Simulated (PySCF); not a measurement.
Caution: the highest occupied level lies above zero, so the state may not be bound.

Delta-SCF ions had no search for a lower state. 

Z-matrix (Å, degrees):
```
C
H 1 1.1036
H 1 1.1036 2 105.11
C 1 1.5043 2 110.21 3 -118.73
H 4 1.1007 1 112.09 2 176.18
H 4 1.1007 5 109.20 1 -124.83
C 1 1.5563 2 106.23 3 112.34
H 7 1.0951 1 110.17 2 65.24
H 7 1.0951 8 107.10 1 -119.82
H 7 1.1088 8 108.24 9 -116.51
```
Charge -1, spin multiplicity 1.

Problem. What vertical detachment energy (Delta-SCF), HOMO and total energy does PBE-D3(BJ)/def2-TZVPD // B3LYP-D3(BJ)/def2-TZVPD (PySCF 2.14.0) give?

Solution. 
```yaml
vertical detachment energy (Delta-SCF): 0.23 eV
HOMO: 2.31 eV
total_energy: -118.3380 Ha
```
